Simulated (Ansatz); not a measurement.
Input file:

```yaml
crystal:
  periodic: [false, false, false]
  atoms:
    - {symbol: Ge, position_ang: [0.000000, 0.000000, -2.463700]}
    - {symbol: Al, position_ang: [0.000000, 0.000000, 0.027100]}
    - {symbol: Si, position_ang: [0.000000, 0.000000, 2.436600]}
basis:
  gaussian: {orbitals: cc-pVTZ}
magnetization: {spin_polarized: true, initial_magnetization: 5}
correlation: {method: ccsdt_q, electrons: outside_noble_gas}
```

```sh
$ ansatz run in.yaml --threads 2 --pin off --events-out ev --progress --plain --max-ram 16896MiB --backend cuda --devices 0, --max-vram 18GiB
```

Output:

```
1261 factors; integrals over basis functions are off by at most 2.0e-7 eV
mean field evaluation 1: about -70917.1034 eV, gradient 6.0e0 eV
mean field evaluation 2: about -70917.2593 eV, gradient 6.3e0 eV
mean field evaluation 4: about -70917.9042 eV, gradient 1.3e0 eV
mean field evaluation 8: about -70917.9433 eV, gradient 7.8e-2 eV
mean field evaluation 16: about -70917.9436 eV, gradient 1.7e-6 eV
mean field evaluation 32: about -70917.0108 eV, gradient 5.2e0 eV
mean field evaluation 64: about -70915.6313 eV, gradient 5.9e-4 eV
mean field evaluation 96: about -70915.2897 eV, gradient 4.9e-1 eV
mean field evaluation 128: about -70915.0010 eV, gradient 2.6e-1 eV
mean field evaluation 160: about -70915.0272 eV, gradient 3.6e-1 eV
...
mean field -70917.94362269 eV, -2606.1863582252 hartree, gradient 2.0e-6 eV, S^2 8.815209; 6 other end points of the search recorded, 0 dependent functions left out
determinant -70917.94362269 eV, -2606.1863582252 hartree, with singles and doubles -70924.23919227 eV, -2606.4177161401 hartree
determinant -70915.63125305 eV, -2606.1013802082 hartree, with singles and doubles -70921.51499821 eV, -2606.3176038548 hartree
determinant -70915.30990102 eV, -2606.0895707392 hartree, with singles and doubles -70921.27091448 eV, -2606.3086339432 hartree
determinant -70915.02625730 eV, -2606.0791470245 hartree, with singles and doubles -70921.85040528 eV, -2606.3299298373 hartree
determinant -70915.01487996 eV, -2606.0787289149 hartree, with singles and doubles -70921.41326810 eV, -2606.3138653420 hartree
24 core orbitals not correlated: weight in the atoms' cores, before any rotation towards them, 1.000 or more for the frozen orbitals, at most 0.000 for the correlated occupied ones
reference -70917.94362269 eV, -2606.1863582252 hartree; 8, 3 occupied and 79, 84 virtual orbitals, 1261 factors
second order -5.27456064 eV of doubles, -0.00000000 eV of singles
...
cycle  12  -6.70639409 eV  change   -1.4e-5 eV  update   7.2e-5
cycle  13  -6.70642920 eV  change   -3.5e-5 eV  update   4.2e-5
cycle  14  -6.70648352 eV  change   -5.4e-5 eV  update   2.5e-5
cycle  15  -6.70648785 eV  change   -4.3e-6 eV  update   1.4e-5
cycle  16  -6.70647691 eV  change    1.1e-5 eV  update   8.3e-6
cycle  17  -6.70646945 eV  change    7.5e-6 eV  update   4.6e-6
cycle  18  -6.70646833 eV  change    1.1e-6 eV  update   2.3e-6
cycle  19  -6.70646937 eV  change   -1.0e-6 eV  update   1.3e-6
cycle  20  -6.70647148 eV  change   -2.1e-6 eV  update   8.1e-7
cycle  21  -6.70647219 eV  change   -7.1e-7 eV  update   4.2e-7
perturbative correction -0.03506576 eV, -0.0012886430 hartree
Total energy: -70924.68516065 eV, -2606.4341051755 hartree
```

Ran on 2 threads of AMD EPYC 7R13 with a shared H100 80 GB, shared host: 13 s wall, 1.1 GiB peak host memory.
